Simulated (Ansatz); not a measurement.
# BSiHO (triplet): wave-function methods side by side at a displaced geometry (v2), cc-pVDZ

How much of the correlation energy of BSiHO (triplet) does each wave-function method recover here?

Program: Ansatz 0.2.0, Gaussian basis. Level of theory: cc-pVDZ, core rule «outside noble gas», up to 7 orbitals frozen. These are calculated values, not measurements.

Plan: UHF; CCSD(T) on ROHF; CCSD(T) on UHF; BCCD(T) on ROHF; CISD; CCSDT(Q) on ROHF; CCSDT(Q) on UHF.

27 further runs of the same task are left out: 9 that didn't finish, 18 set aside as unsound or not needed.

### Step 1. The geometry

The geometry is a PBE0/def2-TZVP stationary point (not a proven minimum) with its atoms shifted at random (size 0.100 Å).

4 atoms, charge 0, spin multiplicity 3.

Atoms are counted from 1 here; the program's logs count them from 0.

Bond lengths: B1–O2 1.301 Å, B1–H4 1.156 Å, O2–Si3 1.670 Å. Angles: O2–B1–H4 131.1°, B1–O2–Si3 169.0°.

In the tables R marks a restricted open-shell determinant and U an unrestricted one; energies count from the table's Hartree-Fock row.

### Step 2. UHF

Input file in.yaml:

```yaml
crystal:
  periodic: [false, false, false]
  atoms:
    - {symbol: B, position_ang: [0.064580, -0.265867, 0.847504]}
    - {symbol: O, position_ang: [-0.100324, -0.139509, -0.436794]}
    - {symbol: Si, position_ang: [-0.023683, -0.115144, -2.105304]}
    - {symbol: H, position_ang: [0.059427, 0.520520, 1.694595]}
basis:
  gaussian: {orbitals: cc-pVDZ}
magnetization: {spin_polarized: true, initial_magnetization: 2}
hamiltonian: {xc: hf}
output: {orbitals: {seedname: orbitals}}
```

Started as:

```sh
> ansatz run in.yaml --threads 1 --pin off --events-out ev --progress --plain --max-ram 2393MiB
```

The log of the run:

```text
Functional definition: HF
  name "HF"
  cite "Fock, Z. Phys. 61, 126 (1930) doi:10.1007/BF01340294"
  parent pbe
  exchange = exact_x
  correlation = 0
487 factors; integrals over basis functions are off by at most 8.9e-4 eV
mean field evaluation 1: about -10583.1107 eV, gradient 2.0e1 eV
mean field evaluation 2: about -10583.1860 eV, gradient 2.0e1 eV
mean field evaluation 4: about -10585.4863 eV, gradient 3.1e0 eV
mean field evaluation 8: about -10585.6755 eV, gradient 1.3e-1 eV
mean field evaluation 16: about -10585.6759 eV, gradient 7.1e-6 eV
mean field evaluation 32: about -10585.6411 eV, gradient 1.9e-1 eV
mean field evaluation 64: about -10585.4498 eV, gradient 1.4e-1 eV
mean field evaluation 96: about -10585.4240 eV, gradient 7.4e-1 eV
mean field evaluation 128: about -10585.3849 eV, gradient 3.0e0 eV
mean field -10585.67593983 eV, -389.0164155600 hartree, gradient 7.1e-6 eV, S^2 2.026725; 3 other end points of the search recorded, 0 dependent functions left out
reference -10585.67593983 eV, -389.0164155600 hartree; 15, 13 occupied and 36, 38 virtual orbitals, 487 factors
Total energy: -10585.67593983 eV, -389.0164155600 hartree
```

Run time: 1.8 s. Hardware: 1 thread of Arm Neoverse N1, shared host.

From the report: ⟨S²⟩ of the determinant 2.027 (pure triplet: 2.00).

### Step 3. CCSD(T) on ROHF

in.yaml, as its differences from that of step 2:

```diff
@@ -9,4 +9,4 @@
   gaussian: {orbitals: cc-pVDZ}
-magnetization: {spin_polarized: true, initial_magnetization: 2}
-hamiltonian: {xc: hf}
-output: {orbitals: {seedname: orbitals}}
+magnetization: {spin_polarized: false, initial_magnetization: 2}
+correlation: {method: ccsd_t, electrons: outside_noble_gas}
+output: {forces: true}
```

Launched as before.

The log of the run (excerpt; [...] marks lines left out):

```text
Functional definition: HF
  name "HF"
  cite "Fock, Z. Phys. 61, 126 (1930) doi:10.1007/BF01340294"
  parent pbe
[...]
487 factors; integrals over basis functions are off by at most 8.9e-4 eV
[...]
mean field -10585.51342073 eV, -389.0104430930 hartree, gradient 1.7e-6 eV, S^2 2.000000; 8 other end points of the search recorded, 0 dependent functions left out
[...]
determinant -10585.51342073 eV, -389.0104430930 hartree, with singles and doubles -10594.68650016 eV, -389.3475475443 hartree
determinant -10585.26978315 eV, -389.0014895773 hartree, with singles and doubles -10594.25821334 eV, -389.3318082942 hartree
determinant -10583.11573434 eV, -388.9223297437 hartree, with singles and doubles -10592.35776239 eV, -389.2619680098 hartree
determinant -10582.90656456 eV, -388.9146428960 hartree, with singles and doubles -10592.59956035 eV, -389.2708539208 hartree
[...]
7 core orbitals not correlated: weight in the atoms' cores, before any rotation towards them, 1.000 or more for the frozen orbitals, at most 0.000 for the correlated occupied ones
reference -10585.51342073 eV, -389.0104430930 hartree; 8, 6 occupied and 36, 38 virtual orbitals, 487 factors
second order -8.29469881 eV of doubles, -0.08950191 eV of singles
cycle   1  -9.17985690 eV  change   -4.1e-6 eV  update   4.7e-6
[...]
cycle  12  -9.17985734 eV  change    2.1e-8 eV  update   8.5e-8
perturbative correction -0.29219252 eV, -0.0107378772 hartree
[...]
Total energy: -10594.98547059 eV, -389.3585345049 hartree
Atom 0 at     0.064580    -0.265867     0.847504 Å, force     0.125451    -1.413569     0.404074 eV/Å
Atom 1 at    -0.100324    -0.139509    -0.436794 Å, force    -0.051788     0.230429     0.136918 eV/Å
Atom 2 at    -0.023683    -0.115144    -2.105304 Å, force    -0.025852     0.047434    -1.469602 eV/Å
Atom 3 at     0.059427     0.520520     1.694595 Å, force    -0.047811     1.135707     0.928609 eV/Å
Dipole moment:     0.004402     0.086681    -0.081728 e Å
```

Run time: 26 s. Hardware: 1 thread of Arm Neoverse N1, shared host.

From the report: correlation -9.4720 eV; T1 0.041; largest double amplitude 0.09.

### Step 4. CCSD(T) on UHF

in.yaml, as its differences from that of step 3:

```diff
@@ -9,3 +9,3 @@
   gaussian: {orbitals: cc-pVDZ}
-magnetization: {spin_polarized: false, initial_magnetization: 2}
+magnetization: {spin_polarized: true, initial_magnetization: 2}
 correlation: {method: ccsd_t, electrons: outside_noble_gas}
```

Launched as before.

The log of the run (excerpt; [...] marks lines left out):

```text
Functional definition: HF
  name "HF"
  cite "Fock, Z. Phys. 61, 126 (1930) doi:10.1007/BF01340294"
  parent pbe
[...]
487 factors; integrals over basis functions are off by at most 8.9e-4 eV
[...]
mean field -10585.67593983 eV, -389.0164155600 hartree, gradient 6.4e-6 eV, S^2 2.026725; 9 other end points of the search recorded, 0 dependent functions left out
determinant -10585.67593983 eV, -389.0164155600 hartree, with singles and doubles -10594.69008303 eV, -389.3476792125 hartree
determinant -10585.43267907 eV, -389.0074758919 hartree, with singles and doubles -10594.26206817 eV, -389.3319499564 hartree
determinant -10583.37220075 eV, -388.9317547103 hartree, with singles and doubles -10592.36091403 eV, -389.2620838306 hartree
determinant -10585.67593983 eV, -389.0164155600 hartree, with singles and doubles -10594.69670544 eV, -389.3479225815 hartree
[...]
7 core orbitals not correlated: weight in the atoms' cores, before any rotation towards them, 1.000 or more for the frozen orbitals, at most 0.000 for the correlated occupied ones
reference -10585.67593983 eV, -389.0164155600 hartree; 8, 6 occupied and 36, 38 virtual orbitals, 487 factors
second order -8.22569517 eV of doubles, -0.00000000 eV of singles
cycle   1  -9.02077055 eV  change   -4.9e-6 eV  update   5.0e-6
[...]
cycle  12  -9.02077216 eV  change    5.5e-8 eV  update   9.8e-8
perturbative correction -0.28928161 eV, -0.0106309032 hartree
[...]
Total energy: -10594.98599360 eV, -389.3585537255 hartree
Atom 0 at     0.064580    -0.265867     0.847504 Å, force     0.123824    -1.409063     0.397047 eV/Å
Atom 1 at    -0.100324    -0.139509    -0.436794 Å, force    -0.050545     0.227867     0.148944 eV/Å
Atom 2 at    -0.023683    -0.115144    -2.105304 Å, force    -0.025780     0.047667    -1.474588 eV/Å
Atom 3 at     0.059427     0.520520     1.694595 Å, force    -0.047498     1.133529     0.928597 eV/Å
Dipole moment:     0.004515     0.086308    -0.079305 e Å
```

Run time: 26 s. Hardware: 1 thread of Arm Neoverse N1, shared host.

From the report: ⟨S²⟩ of the determinant 2.027 (pure triplet: 2.00); correlation -9.3101 eV; T1 0.037; largest double amplitude 0.09.

### Step 5. BCCD(T) on ROHF

in.yaml, as its differences from that of step 4:

```diff
@@ -9,4 +9,3 @@
   gaussian: {orbitals: cc-pVDZ}
-magnetization: {spin_polarized: true, initial_magnetization: 2}
-correlation: {method: ccsd_t, electrons: outside_noble_gas}
-output: {forces: true}
+magnetization: {spin_polarized: false, initial_magnetization: 2}
+correlation: {method: bccd_t, electrons: outside_noble_gas}
```

Same command.

The log of the run (excerpt; [...] marks lines left out):

```text
Functional definition: HF
  name "HF"
  cite "Fock, Z. Phys. 61, 126 (1930) doi:10.1007/BF01340294"
  parent pbe
[...]
487 factors; integrals over basis functions are off by at most 8.9e-4 eV
[...]
mean field -10585.51342073 eV, -389.0104430930 hartree, gradient 1.7e-6 eV, S^2 2.000000; 8 other end points of the search recorded, 0 dependent functions left out
[...]
determinant -10585.51342073 eV, -389.0104430930 hartree, with singles and doubles -10594.68650016 eV, -389.3475475443 hartree
determinant -10585.26978315 eV, -389.0014895773 hartree, with singles and doubles -10594.25821334 eV, -389.3318082942 hartree
determinant -10583.11573434 eV, -388.9223297437 hartree, with singles and doubles -10592.35776239 eV, -389.2619680098 hartree
determinant -10582.90656456 eV, -388.9146428960 hartree, with singles and doubles -10592.59956035 eV, -389.2708539208 hartree
determinant -10585.51342073 eV, -389.0104430930 hartree, with singles and doubles -10594.69327357 eV, -389.3477964625 hartree
determinant -10585.26978315 eV, -389.0014895773 hartree, with singles and doubles -10594.25858820 eV, -389.3318220700 hartree
[...]
7 core orbitals not correlated: weight in the atoms' cores, before any rotation towards them, 1.000 or more for the frozen orbitals, at most 0.000 for the correlated occupied ones
reference -10585.51342073 eV, -389.0104430930 hartree; 8, 6 occupied and 36, 38 virtual orbitals, 487 factors
second order -8.29469881 eV of doubles, -0.08950191 eV of singles
cycle   1  -9.14540174 eV  change    3.4e-2 eV  update   2.2e-2
[...]
cycle  11  -9.14886173 eV  change   -7.0e-6 eV  update   1.7e-5
perturbative correction -0.33267049 eV, -0.0122254148 hartree
Total energy: -10594.99495294 eV, -389.3588829749 hartree
```

Wall time 17 s (1 thread of Arm Neoverse N1, shared host).

From the report: correlation -9.4815 eV; largest double amplitude 0.09.

### Step 6. CISD

in.yaml, as its differences from that of step 5:

```diff
@@ -10,2 +10,2 @@
 magnetization: {spin_polarized: false, initial_magnetization: 2}
-correlation: {method: bccd_t, electrons: outside_noble_gas}
+correlation: {active_space: {ras: {orbitals: [6, 2, 36], electrons: 14, max_holes: 2, max_particles: 2}, fixed_orbitals: true}}
```

Launched as before.

The log of the run:

```text
Functional definition: HF
  name "HF"
  cite "Fock, Z. Phys. 61, 126 (1930) doi:10.1007/BF01340294"
  parent pbe
  exchange = exact_x
  correlation = 0
487 factors; integrals over basis functions are off by at most 8.9e-4 eV
mean field evaluation 1: about -10583.0804 eV, gradient 2.7e1 eV
mean field evaluation 2: about -10583.1520 eV, gradient 2.8e1 eV
mean field evaluation 4: about -10585.4157 eV, gradient 3.3e0 eV
mean field evaluation 8: about -10585.5105 eV, gradient 3.6e-1 eV
mean field evaluation 16: about -10585.5134 eV, gradient 1.7e-6 eV
mean field evaluation 32: about -10585.3273 eV, gradient 7.3e-1 eV
mean field -10585.51342073 eV, -389.0104430930 hartree, gradient 1.7e-6 eV, S^2 2.000000; 5 other end points of the search recorded, 0 dependent functions left out
reference -10585.51342073 eV, -389.0104430930 hartree; 15, 13 occupied and 36, 38 virtual orbitals, 487 factors
state -10593.77415959 eV, -389.3140196469 hartree
Total energy: -10593.77415959 eV, -389.3140196469 hartree
```

It took 12 s on 1 thread of Arm Neoverse N1, shared host.

From the report: 403,696 determinants.

### Step 7. CCSDT(Q) on ROHF

in.yaml, as its differences from that of step 6:

```diff
@@ -10,2 +10,2 @@
 magnetization: {spin_polarized: false, initial_magnetization: 2}
-correlation: {active_space: {ras: {orbitals: [6, 2, 36], electrons: 14, max_holes: 2, max_particles: 2}, fixed_orbitals: true}}
+correlation: {method: ccsdt_q, electrons: outside_noble_gas}
```

Launched as before.

The log of the run (excerpt; [...] marks lines left out):

```text
Functional definition: HF
  name "HF"
  cite "Fock, Z. Phys. 61, 126 (1930) doi:10.1007/BF01340294"
  parent pbe
[...]
921 factors; integrals over basis functions are off by at most 2.0e-7 eV
[...]
mean field -10585.51351949 eV, -389.0104467226 hartree, gradient 2.9e-6 eV, S^2 2.000000; 7 other end points of the search recorded, 0 dependent functions left out
[...]
determinant -10585.51351949 eV, -389.0104467226 hartree, with singles and doubles -10594.68660811 eV, -389.3475515116 hartree
determinant -10585.26987758 eV, -389.0014930473 hartree, with singles and doubles -10594.25831869 eV, -389.3318121655 hartree
determinant -10583.11585787 eV, -388.9223342833 hartree, with singles and doubles -10592.35790883 eV, -389.2619733915 hartree
determinant -10585.51351949 eV, -389.0104467226 hartree, with singles and doubles -10594.69338169 eV, -389.3478004360 hartree
determinant -10585.26987758 eV, -389.0014930473 hartree, with singles and doubles -10594.25869347 eV, -389.3318259385 hartree
[...]
7 core orbitals not correlated: weight in the atoms' cores, before any rotation towards them, 1.000 or more for the frozen orbitals, at most 0.000 for the correlated occupied ones
reference -10585.51351949 eV, -389.0104467226 hartree; 8, 6 occupied and 36, 38 virtual orbitals, 921 factors
second order -8.29472781 eV of doubles, -0.08950200 eV of singles
cycle   1  -8.68423792 eV  change   -3.0e-1 eV  update   1.2e-1
[...]
cycle  30  -9.51435246 eV  change   -6.4e-7 eV  update   8.9e-7
perturbative correction -0.02581119 eV, -0.0009485438 hartree
Total energy: -10595.05368315 eV, -389.3610412704 hartree
```

It took 6.1 min on 1 thread of Arm Neoverse N1, shared host; peak memory 0.98 GiB.

From the report: correlation -9.5402 eV; T1 0.049; largest double amplitude 0.10.

### Step 8. CCSDT(Q) on UHF

in.yaml, as its differences from that of step 7:

```diff
@@ -9,3 +9,3 @@
   gaussian: {orbitals: cc-pVDZ}
-magnetization: {spin_polarized: false, initial_magnetization: 2}
+magnetization: {spin_polarized: true, initial_magnetization: 2}
 correlation: {method: ccsdt_q, electrons: outside_noble_gas}
```

Launched as before.

The log of the run (excerpt; [...] marks lines left out):

```text
Functional definition: HF
  name "HF"
  cite "Fock, Z. Phys. 61, 126 (1930) doi:10.1007/BF01340294"
  parent pbe
[...]
921 factors; integrals over basis functions are off by at most 2.0e-7 eV
[...]
mean field -10585.67603946 eV, -389.0164192214 hartree, gradient 4.4e-6 eV, S^2 2.026726; 9 other end points of the search recorded, 0 dependent functions left out
determinant -10585.67603946 eV, -389.0164192214 hartree, with singles and doubles -10594.69019105 eV, -389.3476831822 hartree
determinant -10585.43277531 eV, -389.0074794287 hartree, with singles and doubles -10594.26217302 eV, -389.3319538098 hartree
determinant -10583.37232387 eV, -388.9317592349 hartree, with singles and doubles -10592.36104399 eV, -389.2620886065 hartree
determinant -10585.67603946 eV, -389.0164192214 hartree, with singles and doubles -10594.69681321 eV, -389.3479265419 hartree
determinant -10585.43277531 eV, -389.0074794287 hartree, with singles and doubles -10594.26274689 eV, -389.3319748989 hartree
7 core orbitals not correlated: weight in the atoms' cores, before any rotation towards them, 1.000 or more for the frozen orbitals, at most 0.000 for the correlated occupied ones
reference -10585.67603946 eV, -389.0164192214 hartree; 8, 6 occupied and 36, 38 virtual orbitals, 921 factors
second order -8.22572233 eV of doubles, -0.00000000 eV of singles
cycle   1  -8.51210494 eV  change   -2.9e-1 eV  update   1.2e-1
[...]
cycle  31  -9.35182702 eV  change   -7.1e-7 eV  update   6.7e-7
perturbative correction -0.03178449 eV, -0.0011680583 hartree
Total energy: -10595.05965097 eV, -389.3612605839 hartree
```

Run time: 5.7 min. Hardware: 1 thread of Arm Neoverse N1, shared host; peak memory 0.77 GiB.

From the report: ⟨S²⟩ of the determinant 2.027 (pure triplet: 2.00); correlation -9.3836 eV; T1 0.045; largest double amplitude 0.10.

### Step 9. All levels against the top one

The yardstick is UCCSDT(Q), where the cluster series has nearly closed. Rows without a time come out of other runs: HF, MP2 and CCSD of CCSD(T), CCSDT of CCSDT(Q). The times of RCCSD(T), UCCSD(T) include forces.

Differences are taken before rounding.

```
   method  energy from the lowest RHF (meV)  from UCCSDT(Q) (meV)     time
      RHF                               0.0               +9546.2         
      UHF                            -162.5               +9383.7         
     RMP2                           -8384.2               +1162.0         
     UMP2                           -8388.2               +1158.0         
     CISD                           -8260.7               +1285.5     12 s
    RCCSD                           -9179.9                +366.4         
    UCCSD                           -9183.3                +362.9         
 RCCSD(T)                           -9472.0                 +74.2     26 s
 UCCSD(T)                           -9472.6                 +73.7     26 s
  BCCD(T)                           -9481.5                 +64.7     17 s
   RCCSDT                           -9514.5                 +31.8         
   UCCSDT                           -9514.4                 +31.8         
RCCSDT(Q)                           -9540.3                  +6.0  6.1 min
UCCSDT(Q)                           -9546.2                     0  5.7 min
```

Among the levels timed on like hardware and quicker than the yardstick, those that no quicker one beats, quickest first: CISD (12 s, +1285.5 meV); BCCD(T) (17 s, +64.7 meV).

### Step 10. Results

| quantity | value |
| --- | --- |
| UCCSDT(Q) below the RHF energy | -9.5462 eV |
| RMP2 from UCCSDT(Q) | +1162.0 meV |
| UMP2 from UCCSDT(Q) | +1158.0 meV |
| RCCSD from UCCSDT(Q) | +366.4 meV |
| RCCSD(T) from UCCSDT(Q) | +74.2 meV |
| UCCSD(T) from UCCSDT(Q) | +73.7 meV |
| RCCSDT(Q) from UCCSDT(Q) | +6.0 meV |
| levels within 1 kcal/mol (43 meV) | RCCSDT, UCCSDT, RCCSDT(Q) |
| T1 diagnostic | 0.041 |

**Reading.** RCCSD(T) lands +74.2 meV from the yardstick (0.8 % of the correlation energy). These misses are within one basis, not against nature; the frozen cores of restricted and unrestricted runs differ, which can shift their rows.

BCCD(T) reaches 64.7 meV from the reference in 17 s, where UCCSDT(Q) took 5.7 min; the quickest level in the cost chart, CISD, takes 12 s and misses by 1285.5 meV.
